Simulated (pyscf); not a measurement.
Routes from HO–Zn–OH + NH₃

Candidate steps break at most two bonds and form at most two. Each was searched with GFN2-xTB (tblite) first. Structures and frequencies: ωB97X-D3(BJ)/def2-SVP in PySCF. Energies: ωB97M-D3(BJ)/def2-TZVP, kJ/mol, from the separated reactants, singlet surface; ΔG‡ with ideal gas, 1 atm, RRHO with modes under 100 cm⁻¹ raised to 100, one conformer, R ln 2 for chiral ones without a mode under 150 cm⁻¹.

| products | type | ΔE‡ | ΔE | ΔG‡ 298 K | ΔG‡ 900 K | ν‡ (cm⁻¹) |
|---|---|---|---|---|---|---|
| H₂N–Zn–OH + H₂O | four-centre exchange | 0.5 | +22.6 | – | – | 1028i |
| HO–Zn–OH + NH₃ | four-centre exchange | 162.6 | 0.0 | 194.3 | 275.1 | 1831i |

A dash marks a saddle under its separated products, where this table gives no free-energy barrier. Row 1: On the reactant side the descent ends in an adduct with a N–Zn contact, 85.7 kJ/mol under the separated species and 82.7 kJ/mol under the saddle at ωB97X-D3(BJ)/def2-TZVP. On the product side the descent ends in a bound adduct, 49.6 kJ/mol under the separated species and 24.0 kJ/mol under the saddle at ωB97X-D3(BJ)/def2-TZVP. Row 2: On the reactant side the descent ends in a complex, 26.6 kJ/mol under the separated species and 192.6 kJ/mol under the saddle at ωB97X-D3(BJ)/def2-TZVP. On the product side the descent ends in a complex (not fully relaxed), 26.7 kJ/mol under the separated species and 192.6 kJ/mol under the saddle at ωB97X-D3(BJ)/def2-TZVP. 

Plain bond fissions and candidates not yet searched are not listed, and one of them may be faster. Each barrier is that of the saddle found; lower ones may exist. Elements up to Kr have no core potential and no relativistic terms here.
